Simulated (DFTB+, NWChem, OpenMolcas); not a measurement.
## O3 (ozone): methods side by side

O3 has 3 atoms, charge 0, and is taken as a singlet. SMILES: `O=[O+][O-]`. The shape is that of a PBE0-D4/def2-TZVP optimisation.

```csv
atom,x (Å),y (Å),z (Å)
O,0.8487,-0.5359,0.4095
O,-0.2289,-0.3176,-0.1594
O,-0.6198,0.8535,-0.2501
```

Each level gives the dipole moment (D). The values are calculated.

**What was measured.** NIST CCCBDB gives the dipole moment of the gas as 0.53 D.

| level | kind | program | value (D) | computed − measured | CPU time |
| --- | --- | --- | --- | --- | --- |
| DFTB3-D3(BJ) | semi-empirical | DFTB+ | 1.40 | +0.87 | under 2 s |
| HF/def2-TZVPP | Hartree–Fock | OpenMolcas | 0.85 | +0.32 | 9.9 s |
| SVWN5/def2-TZVPP | LDA | OpenMolcas | 0.65 | +0.12 | 17 s |
| BLYP/def2-TZVPP | GGA | OpenMolcas | 0.65 | +0.12 | 22 s |
| TPSS/def2-TZVPP | meta-GGA | NWChem | 0.65 | +0.12 | 20 s |
| M06-2X/def2-TZVPP | hybrid meta-GGA | OpenMolcas | 0.74 | +0.21 | 25 s |
| CAM-B3LYP/def2-TZVPP | range-separated hybrid | NWChem | 0.72 | +0.19 | 82 s |

Nearest: SVWN5/def2-TZVPP (+0.12 D), BLYP/def2-TZVPP (+0.12 D), TPSS/def2-TZVPP (+0.12 D); farthest: DFTB3-D3(BJ) (+0.87 D). The measured dipole is a vibrational average, so differences of a few hundredths of a debye mean little. Computed less measured by kind, in D (def2-TZVPP rows): semi-empirical +0.87; Hartree–Fock +0.32; LDA +0.12; GGA +0.12; meta-GGA +0.12; global hybrid +0.21; range-separated hybrid +0.19. Magnitudes only: a small dipole may point the other way at some levels. CPU times are rough (shared hosts, several kinds of processor): they show what a rung costs within a factor of a few.
